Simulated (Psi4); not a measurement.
Reaction (SMILES): [C-]#[NH+] (C-NH) + 3 [H][H] (H2) → C (CH4) + N (NH3)
B3LYP-D3(BJ)/def2-TZVP geometries, fixed; electronic energies without zero-point terms.

Basis-set convergence of the energy of full hydrogenation at PBE0 with Psi4. Cartesian d functions, on some or all atoms, in 6-31G**, 6-31+G*; all else is spherical. Density fitting with the program's default auxiliary sets. Psi4's default fitting sets serve the pcseg sets less well. No added dispersion term, no relativity. Functions are those of the species that has most. Reference: the value in aug-cc-pVQZ, -102.13 kcal/mol, itself unsure by roughly 0.34 kcal/mol (its mean distance from def2-QZVPPD, def2-QZVPP, cc-pVQZ). Deviations are taken from unrounded values. Cost is core time over that of 6-31G**, rough, on shared machines of one kind.

| basis | functions | energy of full hydrogenation (kcal/mol) | minus reference (kcal/mol) | cost |
|---|---|---|---|---|
| 6-31G** | 35 | -102.51 | -0.38 | 1× |
| 6-31+G* | 40 | -102.45 | -0.32 | 1× |
| 6-311G** | 42 | -100.16 | 1.97 | 0.8× |
| cc-pVTZ | 86 | -100.98 | 1.15 | 1× |
| jun-cc-pV(T+d)Z | 95 | -102.37 | -0.24 | 1× |
| 6-311++G(3df,3pd) | 111 | -102.24 | -0.11 | 1× |
| cc-pVQZ | 175 | -101.46 | 0.66 | 2× |
| pcseg-3 | 192 | -102.09 | 0.04 | 2× |
| aug-cc-pVQZ | 264 | -102.13 | 0.00 | 6× |
